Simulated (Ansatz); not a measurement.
TiSi3Ni3Sn: short dynamics, then relaxation

A packing of 16 atoms, thrown in at random and pushed apart as soft spheres with like charges further apart (6 Ni, 6 Si, 2 Sn, 2 Ti) went through Langevin stages in a fixed cell of 15.89 Å³/atom, at one k point, without spin and with a Fermi–Dirac width of kT (0.05 eV at least). Level of theory: Ansatz, DFT PBE, scalar-relativistic, plane waves, PAW.

| thermostat (K) | duration (fs) | friction (1/fs) | cutoff (eV) | mean T (K) | mean P (GPa) | mean square displacement (Å²) |
| --- | --- | --- | --- | --- | --- | --- |
| 2300 | 72 | 0.030 | 320 | 2879 | 6.4 | 0.32 |
| 2300 | 525 | 0.030 | 420 | 2457 | 3.7 | 0.64 |
| 1660 | 360 | 0.030 | 420 | 1587 | 2.2 | 0.70 |
| 920 | 369 | 0.030 | 420 | 847 | -5.1 | 0.25 |
| 300 | 507 | 0.030 | 420 | 324 | -8.0 | 0.11 |

Means run over the second half of a stage; pressure includes the kinetic part; displacements count from the stage's start, the atoms' common shift taken off. In so short a run the atoms moved about a bond length or less in the hot stages, so this is an annealed packing, not a quenched equilibrium liquid.

Cell and atoms were then relaxed on coarser meshes and computed once more: Plane waves to 420 eV, a k mesh through Γ of 6×6×6 on the computed 16-atom cell and Gaussian smearing (0.10 eV); no spin polarisation.

Problem. What structure is left?

Solution. One draw of many: 14.25 Å³/atom with no gap on the mesh, 0.33 eV/atom below the elements' standard states (static lattices, no corrections for gases) (a random packing after short dynamics, relaxed).

Counting as bonded all pairs within 1.2 times the summed covalent radii:

| atom → neighbour | mean count | mean length (Å) | spread (Å) |
| --- | --- | --- | --- |
| Ni → Ni | 2.33 | 2.68 | 0.11 |
| Ni → Si | 4.50 | 2.37 | 0.08 |
| Ni → Sn | 1.33 | 2.72 | 0.04 |
| Ni → Ti | 1.83 | 2.95 | 0.22 |
| Si → Ni | 4.50 | 2.37 | 0.08 |
| Si → Si | 1.33 | 2.55 | 0.04 |
| Si → Sn | 0.67 | 2.91 | 0.06 |
| Si → Ti | 2.00 | 2.78 | 0.20 |
| Sn → Ni | 4.00 | 2.72 | 0.04 |
| Sn → Si | 2.00 | 2.91 | 0.06 |
| Sn → Ti | 2.00 | 2.93 | 0.05 |
| Ti → Ni | 5.50 | 2.95 | 0.22 |
| Ti → Si | 6.00 | 2.78 | 0.20 |
| Ti → Sn | 2.00 | 2.93 | 0.05 |
| Ti → Ti | 2.00 | 3.59 | 0.02 |

Angles between all pairs of such bonds at an atom (mean ± spread): 97 ± 33° at Ni, 98 ± 33° at Si, 99 ± 34° at Sn, 95 ± 35° at Ti.

```yaml
crystal:
  lattice:
    - [5.81365, -0.74138, 0.11892]
    - [-0.74129, 6.42818, -0.58253]
    - [0.11825, -0.59680, 6.24600]
  atoms:
    - { symbol: Si, position: [0.49793, 0.90598, 0.41340] }
    - { symbol: Si, position: [0.23203, 0.84274, 0.73560] }
    - { symbol: Si, position: [0.72661, 0.26672, 0.97030] }
    - { symbol: Si, position: [0.89436, 0.15695, 0.60139] }
    - { symbol: Si, position: [0.20482, 0.23715, 0.29539] }
    - { symbol: Si, position: [0.95946, 0.79672, 0.06430] }
    - { symbol: Ni, position: [0.98351, 0.50907, 0.77262] }
    - { symbol: Ni, position: [0.38522, 0.99120, 0.07829] }
    - { symbol: Ni, position: [0.35185, 0.57205, 0.47810] }
    - { symbol: Ni, position: [0.80099, 0.09967, 0.23744] }
    - { symbol: Ni, position: [0.08793, 0.90415, 0.41879] }
    - { symbol: Ni, position: [0.08396, 0.15207, 0.91975] }
    - { symbol: Sn, position: [0.78748, 0.52179, 0.39889] }
    - { symbol: Sn, position: [0.36330, 0.56111, 0.03760] }
    - { symbol: Ti, position: [0.68722, 0.82964, 0.77702] }
    - { symbol: Ti, position: [0.44494, 0.25504, 0.66941] }
```

The final mesh leaves forces up to 0.16 eV/Å and stresses up to 1.1 GPa: the relaxation ran on a coarser mesh, so the cell's shape, its bonds and its energy belong partly to that mesh.

Spin polarisation was left out, and a magnetic state may lie lower.

Cost: 6 runs of about 58 core-minutes in all (earlier runs that led there not counted), on Arm Neoverse V1 (shared hosts).